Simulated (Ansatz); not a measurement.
**Rock-salt SnTe (cubic form, which distorts at low temperature)**

All values below come from Hartree–Fock in Ansatz (PAW).

Run with plane-wave cutoff 460 eV, 8×8×8 k mesh, Fermi–Dirac smearing 0.01 eV, scalar-relativistic PAW data made under PBE.

Cell (measured lattice):

```
SnTe
1.0
    0.00000     3.15800     3.15800
    3.15800     0.00000     3.15800
    3.15800     3.15800     0.00000
Sn Te
1 1
Direct
  0.00000   0.00000   0.00000
  0.50000   0.50000   0.50000
```

For rock-salt SnTe (cubic form, which distorts at low temperature), the band gap comes out as 3.64 eV (on the SCF k mesh) and the direct gap at Γ is 12.28 eV.

Measured, for comparison: band gap 0.3 eV (4 K, zero-point motion not removed, bulk gap, ARPES or transport; rounded; as tabulated in Ando (2013), arXiv:1304.5693).

Note: symmetry holds this phase in the static calculation, where it need not be a minimum; cell and atoms aren't relaxed at this level (pressure 7.9 GPa).

Spin–orbit coupling is not included; with these elements it can move the gap by several tenths of an eV or more.

The result took about 2.2 core-minutes (a rough figure).

Ansatz is a program for electronic structure.
